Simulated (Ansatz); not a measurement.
Born–Oppenheimer molecular dynamics of CHCl₂ (4 atoms, charge -1, multiplicity 1). It starts from a relaxed structure.

All numbers below come from Ansatz, RKS PBE-D4/6-31G*.

```json
{
  "ensemble": "NVE (velocity Verlet)",
  "time step": "0.5 fs",
  "steps asked": "166",
  "starting velocities drawn for": "700 K",
  "seed": "312154"
}
```

First frame:

```xyz
4
Properties=species:S:1:pos:R:3
Cl -1.596 0.391 -0.499
C 0.351 0.037 -0.524
Cl 0.636 -1.336 0.871
H 0.609 0.907 0.152
```

How far do the bonds stretch over the last three quarters of this one trajectory? (Pairs bonded in most of those frames.)


| bond | mean (Å) | spread (Å) | shortest | longest |
| --- | --- | --- | --- | --- |
| Cl1–C2 | 1.998 | 0.095 | 1.88 | 2.12 |
| C2–Cl3 | 2.014 | 0.066 | 1.88 | 2.08 |
| C2–H4 | 1.136 | 0.024 | 1.10 | 1.17 |

Mean temperature of the second half: 339 K. The conserved energy stayed within 0.11 meV per atom of its start (net change 0.087 meV per atom), so the integration is sound. The temperature averaged 0.48 of the 700 K drawn at the start: a run that starts near a minimum puts about half its kinetic energy into the potential. A run of 0.083 ps of so small a system gives no equilibrium averages. Limits of this set-up: an anion without diffuse functions, the dipole of an ion depends on the origin.

The run took 4.7 min on 1 thread of AMD EPYC (Zen 3), with other jobs on the host, peak memory 0.091 GiB.
